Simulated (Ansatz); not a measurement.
Cost and result for the atomization energy of `CCC(C)(CC)CC` (26 atoms, 25 bonds).

Z-matrix (Å, degrees):
```
C
C 1 1.521
H 1 1.092 2 112.1
H 1 1.093 2 110.2 3 119.4
H 1 1.092 2 112.1 3 -121.4
C 2 1.538 1 116.6 3 60.7
H 2 1.097 1 108.8 3 -61.4
H 2 1.095 1 108.4 3 -176.4
C 6 1.538 2 108.7 1 -175.1
C 6 1.537 2 109.4 1 63.1
C 6 1.528 2 109.7 1 -58.0
C 9 1.520 6 116.6 2 -64.4
H 9 1.095 6 108.5 2 172.3
H 9 1.097 6 107.6 2 58.6
C 10 1.520 6 116.0 2 174.7
H 10 1.096 6 108.7 2 51.4
H 10 1.094 6 108.3 2 -63.0
H 11 1.092 6 111.3 2 -172.7
H 11 1.092 6 111.9 2 66.9
H 11 1.094 6 110.6 2 -53.5
H 12 1.092 9 112.2 6 60.5
H 12 1.093 9 111.9 6 -60.6
H 12 1.093 9 110.4 6 -180.0
H 15 1.093 10 110.4 6 177.8
H 15 1.092 10 112.1 6 -62.6
H 15 1.092 10 111.9 6 58.4
```

Charge 0, multiplicity 1. The geometry is a stationary point of PBE0-D4/def2-TZVP. It is one conformer, not always the lowest. Program: Ansatz. All runs use 6 threads of an AMD EPYC 7R13 on a shared host and a share of an NVIDIA H100 80 GB. Times are those of one run each, without the atoms' runs, and a repeat can differ threefold. Electronic energies, without spin–orbit coupling; frozen cores. CCSD(T)/CBS adds CCSD(T) − MP2 in def2-TZVPP to the MP2 limit, and its time is that of the two runs behind it. T1 = 0.009. B3LYP takes the VWN-RPA correlation (the form of Gaussian; ORCA's B3LYP/G).

CCSD(T)/CBS is a level of theory with its own doubt, some kJ/mol a heavy atom from the limit and from the frozen cores, so smaller differences don't rank the functionals.

```csv
level,functions,wall time,atomization (kcal/mol),difference from CCSD(T)/CBS,per bond
B2PLYP/def2-TZVPP,500,10 s,2453.5,-25.7,-1.0
PBE0-D4/def2-TZVPP,500,12 s,2495.8,16.6,0.7
ωB97M-V/def2-TZVPP (with forces),500,15 s,2485.3,6.1,0.2
r2SCAN-D4/def2-TZVPP (with forces),500,16 s,2482.9,3.7,0.1
MP2/def2-QZVPP,996,17 s,2478.5,-0.7,0.0
B3LYP-D4/def2-TZVPP (with forces),500,18 s,2479.9,0.7,0.0
PBE-D4/def2-TZVPP (with forces),500,19 s,2517.9,38.7,1.5
ωB97X-V/def2-TZVPP,500,22 s,2481.7,2.5,0.1
CCSD(T)/def2-TZVPP,500,92 s,2430.6,-48.6,-1.9
CCSD(T)/CBS(def2),–,110 s,2479.2,0.0,0.0
```

From PBE to PBE0 (25 % exact exchange), in def2-TZVPP and without D4, the atomization energy moves by −19.8 kcal/mol: exact exchange takes away binding that semilocal exchange gives to molecules. The D4 term adds +23.5 kcal/mol with B3LYP and +12.8 kcal/mol with PBE0; it sums over pairs of atoms, weighted by their polarisabilities, and B3LYP, whose exchange is more repulsive, gets the larger term. In def2-TZVPP, CCSD(T) changes the Hartree–Fock value by +545.7 kcal/mol (the triples alone add +27.9 kcal/mol) and MP2 by +565.1 kcal/mol; breaking electron pairs costs correlation energy, which Hartree–Fock lacks.
